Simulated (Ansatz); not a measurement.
Geometry optimisation, RKS B3LYP/def2-SVP (Ansatz 0.2.0).

The input (input.yaml):

```yaml
crystal:
  periodic: [false, false, false]
  atoms:
    - { symbol: B, position_ang: [0.0, 0.0, 0.0] }
    - { symbol: H, position_ang: [0.7099, 0.0, 1.1951] }
    - { symbol: O, position_ang: [1.6038, 0.0, 0.1408] }
    - { symbol: H, position_ang: [1.9037, -0.9519, -0.0141] }
    - { symbol: O, position_ang: [-1.2211, 0.0, -0.705] }
    - { symbol: H, position_ang: [-1.7308, -0.8467, -0.4965] }
basis:
  gaussian: { orbitals: def2-SVP }
hamiltonian:
  xc: b3lyp
relax:
  f_tol: 0.15
  max_steps: 25
  restrain:
    - { distance: [1, 2], at: 2.21, k: 30.0 }
    - { distance: [0, 1], at: 1.19, k: 30.0 }
    - { distance: [0, 2], at: 1.41, k: 30.0 }
```

Command:

```bash
$ ansatz run input.yaml --threads 1 --pin off --max-ram 2048MiB --backend cpu --events-out ev --progress --plain --runs-dir out
```

Q: Where does it end, and by what steps?

A: It converged. The restraints hold the end off the free minimum; the threshold counts their pulls, which the force column leaves out. Restrained pairs: H2–O3 (1.38 → 2.22 Å), B1–H2 (1.39 → 1.20 Å), B1–O3 (1.61 → 1.38 Å). After 7 steps the energy has fallen by 5.635 eV (the restraints' own energy left out); O3 moved furthest, 0.72 Å.

| step | energy less start (eV) | largest force component (eV/Å) | accepted |
| --- | --- | --- | --- |
| 0 | 0.0000 | 4.737 | yes |
| 1 | -1.9650 | 3.671 | yes |
| 2 | -3.5177 | 3.345 | yes |
| 3 | -4.7776 | 1.580 | yes |
| 4 | -5.2282 | 1.496 | yes |
| 5 | -5.4697 | 0.959 | yes |
| 6 | -5.6219 | 0.801 | yes |
| 7 | -5.6346 | 0.925 | yes |

```xyz
6
Properties=species:S:1:pos:R:3
B 0.189 -0.298 0.103
H 0.104 -0.314 1.297
O 1.436 -0.323 -0.479
H 2.143 -0.358 0.174
O -0.883 -0.258 -0.722
H -1.724 -0.247 -0.252
```

Time of the run: 17 s on 1 thread of Arm Neoverse N1, with other jobs on the host, peak memory 0.11 GiB.
